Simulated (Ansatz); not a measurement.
Which isomer of CH2S2 gives these data?

These gas-phase data were calculated for one isomer of CH2S2 at PBE0-D4/def2-TZVP (harmonic, unscaled wavenumbers; equilibrium rotational constants with average atomic masses):

```
rotational constants            : 50.35, 3.457, 3.235 GHz
all wavenumbers above 1500 cm⁻¹ : 3104, 2681
```

Candidates:

(1) `C1SS1`, a singlet
(2) `S=CS`, a singlet

Problem. Assign the data to one candidate and say why.

Solution. Candidate (2). The band at 2681 cm⁻¹ lies where the S–H stretch is expected; (1) has no mode between 2500 and 2800 cm⁻¹.

The same quantities for all candidates:

```
     rotational constants (GHz)  wavenumbers above 1500 cm⁻¹  E above the lowest, PBE0-D4/def2-TZVP (kcal/mol)
(1)         17.15, 7.197, 5.249                   3231, 3132                                               0.0
(2)         50.35, 3.457, 3.235                   3104, 2681                                               0.2
```

Harmonic stretches to hydrogen usually lie a few per cent above observed fundamentals. Each candidate is one conformer. Programs: Ansatz 0.2.0.
